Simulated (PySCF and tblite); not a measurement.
Values are calculated unless marked as measured or tabulated.
**Berry pseudorotation: stationary points, barriers and rates**

System: ClH4Si (charge -1), numbered as in [SiH4-:1][Cl:2].

Motion: Berry pseudorotation at Si1 with H on Si1 as pivot. Geometries: PBE0-D3(BJ)/def2-TZVP; energies: PBE0/pcSseg-2 + D3(BJ); zero-point and thermal terms from GFN2-xTB harmonic modes (soft modes blended into free rotors). Rate constants are transition-state-theory values, counting equivalent paths, without tunnelling. Programs: tblite and PySCF.

| point | symmetry | E(GFN2) kcal/mol | E(DFT) kcal/mol | ZPE change kcal/mol | lowest mode cm⁻¹ |
| --- | --- | --- | --- | --- | --- |
| start | C3v | 0.0 | 0.0 | 0.00 | 105 |
| saddle | C2v | 2.9 | 5.8 | -0.44 | 89i |
| end | C3v | 0.0 | 0.0 | 0.00 | 105 |

- Electronic barrier: 5.8 kcal/mol
- Barrier with zero-point energy: 5.3 kcal/mol
- ΔH‡ (298 K): 5.3 kcal/mol
- ΔS‡ (298 K, symmetry apart): 1.6 cal/(mol K)
- Paths: 3 equivalent paths
- End point: the same structure with atoms interchanged, or its mirror image
- Mean lifetime of the start against this motion at 298 K: 200 ps
- Cost: 28 s on 1 thread of Intel Xeon Platinum 8488C, shared host (rough), peak memory 0.55 GiB, launched as `OMP_NUM_THREADS=1 python ens_run.py task.json out`

```tsv
T/K	ΔG‡ kcal/mol	k s⁻¹
150	5.1	3.6×10⁵
200	5.0	4.2×10⁷
250	4.9	7.6×10⁸
298	4.9	5×10⁹
350	4.8	2.1×10¹⁰
400	4.8	6×10¹⁰
500	4.8	2.6×10¹¹
```

ΔG and ΔG‡ leave out symmetry numbers and mirror images; rates count paths: 3 out.

The ion is treated without a counter-ion.
